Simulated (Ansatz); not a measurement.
# 1T (CdI2-type) PbI2: smallest direct gap on the k points sampled by level of theory

No measured value is used here.

```tsv
level (code)	value (eV)
LDA (Ansatz)	2.04
LDA+SOC (Ansatz)	1.28
PBE (Ansatz)	2.22
PBE+SOC (Ansatz)	1.43
PBEsol (Ansatz)	2.12
RPBE (Ansatz)	2.35
HSE06 (Ansatz)	2.92
HSE06+SOC (Ansatz)	2.05
LC-ωPBE (Ansatz)	7.23
PBE0+SOC (Ansatz)	2.66
G0W0@HSE06 (Ansatz)	3.57
G0W0@PBEsol (Ansatz)	3.20
```

Computed values are for a static lattice. Levels without +SOC have no spin–orbit coupling; where heavier elements are present it shifts gaps, mostly down, and can invert bands.  G0W0@HSE06, G0W0@PBEsol: filled d or f shells below the valence bands can shift G0W0 gaps through exchange with them, which wasn't tested here. G0W0@HSE06: GW on a hybrid start was not checked against another program. Values are at the measured cell. Cutoffs and k meshes differ between the levels. Ansatz's density-functional and Hartree–Fock values are scalar-relativistic unless marked +SOC, with PAW data made under PBE.

Ansatz is a program for electronic structure.
